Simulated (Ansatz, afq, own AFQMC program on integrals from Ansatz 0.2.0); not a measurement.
Where AFQMC and coupled cluster stand for C₂H, doublet

```xyz
3

C    -1.2523   -1.3530   -0.2545
C    -0.4369   -0.4711   -0.0911
H    -1.9763   -2.1359   -0.3999
```

Connectivity, by distances: CH–C.

Basis def2-TZVP. Only valence electrons are correlated. Ansatz 0.2.0 and our own AFQMC program on the same integrals; the CISD trial comes from CCSD amplitudes, and released means the phaseless constraint is let go. Free projection: walkers drawn from exp(T), propagated without any constraint. Its projection time is finite, and what remains of the start isn't in its error. Error bars are statistical, one sigma.

Determinant: ROHF, the one that the program's search chose, which needn't be the lowest solution. The geometry is a PBE0/def2-SVP stationary point of this or a neighbouring charge and spin state.

No full CI on the walks' own integrals is used here; CCSDT(Q) serves as the reference and is uncertain by about the last step of the cluster series.

Cautions: a spin-contaminated unrestricted determinant lies lower (UHF 449 meV lower, ⟨S²⟩ 1.15); the released energies have errors that jump between times, so the bars are unsure, so no released level is given (meV from the phaseless value at times in 1/Eh: -19 ± 3 at 0.24, -738 ± 703 at 0.51, -45 ± 3 at 0.99, -64 ± 7 at 1.62, -57 ± 6 at 2.40); the ph-AFQMC/CISD walk drifts between its halves (2.8 errors).

* T1 diagnostic: 0.0289
* weight of the determinant in the CISD state: 0.869
* size of the correlated space: 9 electrons in 66 orbitals

```csv
level,correlation energy (eV)
MP2,-7.4485
CCSD,-7.8698
CCSD(T),-8.2939
```

**Question.** Estimate where free-projection AFQMC lies against CCSD(T) on the same integrals.

**Answer.** 60.0 ± 10.1 meV below CCSD(T).

Reference: CCSDT(Q), correlation energy -8.341 eV.

```csv
level,E − E(reference) (meV),share of correlation (%)
CCSD(T),47.1,99.43
CCSDT,33.4,99.60
ph-AFQMC/HF,305.8 ± 24.4,96.33
ph-AFQMC/CISD,71.8 ± 4.0,99.14
free AFQMC,-12.9 ± 10.1,100.15
```

Free projections are given only where their last times agree within the noise and don't stop above the reference; a slow remainder of the start can still hide under it. A walk keeps the symmetry of its determinant, which the program's search chose and which needn't be the lowest solution, so a lower state of the same spin and another symmetry isn't excluded.
